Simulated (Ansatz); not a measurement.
Cubic perovskite CsSnBr₃

All values below come from rVV10 (Ansatz, a program for electronic structure, PAW).

Numerical settings: plane-wave cutoff 520 eV, 6×6×6 k mesh, Fermi–Dirac smearing 0.01 eV, scalar-relativistic PAW data made under PBE.

Cell (relaxed at this level):

```cif
data_Br3CsSn
_chemical_formula_sum 'Cs1 Sn1 Br3'
_space_group_name_H-M_alt 'P 1'
_space_group_IT_number 1
_cell_length_a 5.84138
_cell_length_b 5.84138
_cell_length_c 5.84138
_cell_angle_alpha 90.000
_cell_angle_beta 90.000
_cell_angle_gamma 90.000
loop_
_space_group_symop_operation_xyz
  'x, y, z'
loop_
_atom_site_label
_atom_site_type_symbol
_atom_site_fract_x
_atom_site_fract_y
_atom_site_fract_z
_atom_site_occupancy
Cs1 Cs 0.00000 0.00000 0.00000 1
Sn1 Sn 0.50000 0.50000 0.50000 1
Br1 Br 0.50000 0.00000 0.50000 1
Br2 Br 0.00000 0.50000 0.50000 1
Br3 Br 0.50000 0.50000 0.00000 1
```

For cubic perovskite CsSnBr₃, the bulk modulus comes out as 22.5 GPa, the band gap comes out as 0.50 eV and the direct gap at Γ is 4.65 eV. The pressure derivative B′ of the bulk modulus is 4.6.

Note: the relaxation could not lower the start's symmetry, so the cell can be a saddle point above a distorted one.

Spin–orbit coupling is not included.

Computed values are for the static lattice.

Cost on a shared machine: around 3 core-minutes (rough).
